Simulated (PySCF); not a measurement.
## hydrogen cyanide: removing and adding an electron

Parent: hydrogen cyanide, `C#N` (CHN). Atom numbers as in the mapped SMILES `[CH:1]#[N:2]`.

These are calculated values, ωB97X-D3(BJ)/ma-def2-TZVP in PySCF (grid level 2) at geometries from PBE0-D3(BJ)/ma-def2-SVP. ωB97X-D3(BJ) is ωB97X-V with D3(BJ) in place of VV10. Zero-point and thermal terms (298.15 K, 1 bar) come from unscaled PBE0-D3(BJ)/ma-def2-SVP harmonic frequencies, with soft modes damped to free rotors in the entropy.

Frontier levels of the parent: HOMO -12.99 eV, LUMO 1.06 eV.

Oxidation to the radical cation:
* Vertical ionisation energy (electronic): 13.67 eV
* Adiabatic ionisation energy (with zero-point energy): 13.45 eV
* Adiabatic, electronic part: 13.52 eV
* Vertical gap at the product's structure: 13.25 eV
* Inner reorganisation energy (four-point): 416 meV
* Relaxation of product / of parent: 152 / 264 meV
* ⟨S²⟩ of the product: 0.752
* Largest spin populations: N2 0.60, C1 0.41
* Largest changes of atomic charge: C1 0.46, N2 0.41, H (on C1) 0.13
* Distances that move most (Å): C1–N2 1.154 → 1.212; C1–H 1.080 → 1.108
* Potential in dichloromethane: 10.58 V absolute, 5.88 V against Fc+/Fc computed at 4.70 V (solvation -22 → -294 kJ/mol)

Reduction to the radical anion:
```
Vertical electron affinity (electronic)              : -0.89 eV
Adiabatic electron affinity (with zero-point energy) : -0.97 eV
Adiabatic, electronic part                           : -1.12 eV
Vertical gap at the product's structure              : 0.04 eV
⟨S²⟩ of the product                                  : 0.757
Largest spin populations                             : N2 0.52, C1 0.29, H (on C1) 0.20
Largest changes of atomic charge                     : C1 -0.40, N2 -0.37, H (on C1) -0.23
Distances that move most (Å)                         : C1–H 1.080 → 1.172; C1–N2 1.154 → 1.218
Potential in dichloromethane                         : 1.49 V absolute, -3.21 V against Fc+/Fc computed at 4.70 V (solvation -22 → -253 kJ/mol)
```

Solvents are IEF-PCM continua (electrostatics only, gas-phase structures); absolute potentials refer to an electron at rest in vacuum. Fc+/Fc in dichloromethane, 4.70 V, is ωB97X-D3(BJ)/ma-def2-TZVP on PBE0-D3(BJ)/def2-SVP structures with GFN2-xTB thermal terms. Benchmark calculations put it near 5.0 V in acetonitrile and DMSO, so it is about 0.3 V low, and the value against it can read up to that much too high.

Against the Active Thermochemical Tables (version 1.112): ionisation energy to the radical cation 13.61 (computed 13.45, error -0.15) eV.

Measured values (NIST Chemistry WebBook, evaluated or the median of agreeing entries): adiabatic ionisation energy 13.60 eV (computed 13.45, difference -0.15).

Note: the gas-phase radical anion comes out unbound at this level, so its gas-phase values hang on the basis; the relaxed radical anion lies 0.23 eV above the vertical state at this level, which can't hold for one state at its own minimum: the vertical value probably belongs to another state, whose extra electron only the basis set holds, so vertical and adiabatic values aren't comparable; the value from this structure is no true adiabatic energy; a negative vertical affinity means that the electron isn't bound at that structure, so the value and what is derived from it hang on the basis.

Differences come from unrounded values, so a last digit can differ from that of the printed terms.
